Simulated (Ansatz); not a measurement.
# C2H3Na (SMILES C=[CH][Na]): functionals against CCSD(T) at one geometry

One table from this session's results is given with a row withheld; the runs are named, their logs left out.

Computed with Ansatz 0.2.0, Gaussian basis. Level: single points in def2-TZVPP.

Correlated methods freeze the cores. The outer core shell of Li, Na, Mg and K is correlated.

## The system as given

6 atoms, charge 0, spin multiplicity 1.

Atoms are counted from 1 here; the program's logs count them from 0.

Bond lengths: C1–C2 1.274 Å, C1–H4 1.135 Å, C1–H5 0.939 Å, C2–Na3 2.210 Å. Angles: C2–C1–H4 114.4°, C2–C1–H5 135.1°, H4–C1–H5 110.5°, C1–C2–Na3 132.1°.

As a file:

```
atom    x (Å)    y (Å)    z (Å)
  C1  -0.6451   0.1936  -0.3751
  C2   0.4464   0.0918   0.2739
 Na3   1.8353  -1.5992   0.5837
  H4  -0.8792  -0.6947  -1.0419
  H5  -1.3266   0.8368  -0.4338
  H6   0.5049   1.3544   1.2517
```

Set-up of the first run:

Input file run/in.yaml:

```yaml
crystal:
  periodic: [false, false, false]
  atoms:
    - {symbol: C, position_ang: [-0.645100, 0.193600, -0.375100]}
    - {symbol: C, position_ang: [0.446400, 0.091800, 0.273900]}
    - {symbol: Na, position_ang: [1.835300, -1.599200, 0.583700]}
    - {symbol: H, position_ang: [-0.879200, -0.694700, -1.041900]}
    - {symbol: H, position_ang: [-1.326600, 0.836800, -0.433800]}
    - {symbol: H, position_ang: [0.504900, 1.354400, 1.251700]}
basis:
  gaussian: {orbitals: def2-TZVPP}
correlation: {method: ccsd_t}
output: {forces: true}
```

No record of the launch command was kept for these runs.

Steps of the session up to this table: CCSD(T)/def2-TZVPP; PBE0-D4/def2-TZVPP; wB97M-V/def2-TZVPP; r2SCAN-D4/def2-TZVPP; PBE-D4/def2-TZVPP; BLYP-D4/def2-TZVPP; r2SCAN0-D4/def2-TZVPP.

One of the session's tables, all rows but one given; the rest of the session is left out.

```
    method  RMS force component (eV/Å)  angle to CCSD(T) forces (°)  dipole (D)
   CCSD(T)                       3.076                    reference        7.63
   PBE0-D4                       3.041                          6.3        7.33
   wB97M-V                       3.016                          5.8        7.51
 r2SCAN-D4                       2.974                          5.6        7.50
    PBE-D4                       3.042                          5.1        6.72
   BLYP-D4                       2.975                          5.1        6.59
r2SCAN0-D4                           ?                            ?           ?
```

Estimate the missing values for r2SCAN0-D4.

As computed: RMS force component (eV/Å): 2.989; angle to CCSD(T) forces (°): 6.9; dipole (D): 7.74. In the column «RMS force component (eV/Å)» it lies between BLYP-D4 (2.975) and wB97M-V (3.016).
